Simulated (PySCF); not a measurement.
# Gas-phase XPS of `N#CC(F)=C=S`, computed

C₃FNS.
Structure used (PBE0-D3(BJ)/def2-SVP), in Å, numbered top down from 1:
```
atom  x, y, z in Å
N1    -2.2192   -0.9289    0.1099
C2    -1.2421   -0.3088    0.0124
C3    -0.0454    0.4446   -0.1009
F4    -0.1529    1.7462   -0.3751
C5     1.1471   -0.1296    0.0655
S6     2.5140   -0.8229    0.2639
```

Level of theory: PySCF, delta-SCF UKS SCAN, pcX-2 on the ionised atom, pcseg-1 elsewhere, spin-free X2C. These are vertical core ionisation energies against the vacuum level, from separate self-consistent calculations with and without the core hole.

**Question.** What binding energy does each computed site have?

**Answer.** 
```json
{"atom(s)": "S6", "bonded to": "C (double bond)", "level": "S 1s", "binding energy (eV)": "2479.04", "above the level's lowest (eV)": "0.00", "count": "1"}
{"atom(s)": "F4", "bonded to": "C", "level": "F 1s", "binding energy (eV)": "693.93", "above the level's lowest (eV)": "0.00", "count": "1"}
{"atom(s)": "N1", "bonded to": "C (triple bond)", "level": "N 1s", "binding energy (eV)": "405.29", "above the level's lowest (eV)": "0.00", "count": "1"}
{"atom(s)": "C3", "bonded to": "F, C (double bond) and C", "level": "C 1s", "binding energy (eV)": "294.43", "above the level's lowest (eV)": "+1.77", "count": "1"}
{"atom(s)": "C2", "bonded to": "N (triple bond) and C", "level": "C 1s", "binding energy (eV)": "292.66", "above the level's lowest (eV)": "0.00", "count": "1"}
```

The listed C 1s values span 1.77 eV, from C2 (bonded to N (triple bond) and C) to C3 (bonded to F, C (double bond) and C).

**Question.** Which photon energy gives electrons from C 1s of C2 a kinetic energy of 200 eV, and what is their de Broglie wavelength?

**Answer.** hν = 292.66 + 200 = 492.66 eV, recoil neglected; λ = 12.264 Å/√(E/eV) = 0.87 Å.

**Question.** Which effective nuclear charge Zeff reproduces each element's mean 1s value in the hydrogen-like formula E = 13.606 eV × Zeff²?

**Answer.** C (Z = 6): mean 293.5 eV, Zeff = 4.64, Z − Zeff = 1.36; N (Z = 7): mean 405.3 eV, Zeff = 5.46, Z − Zeff = 1.54; F (Z = 9): mean 693.9 eV, Zeff = 7.14, Z − Zeff = 1.86; S (Z = 16): mean 2479.0 eV, Zeff = 13.50, Z − Zeff = 2.50. Means run over the listed sites, weighted by atom count.

The list is incomplete; no value stands for C 1s of C5 (hole states with ⟨S²⟩ of 1 or more are left out). Geometry: PBE0-D3(BJ)/def2-SVP; no solvent, vibrations or thermal averaging.
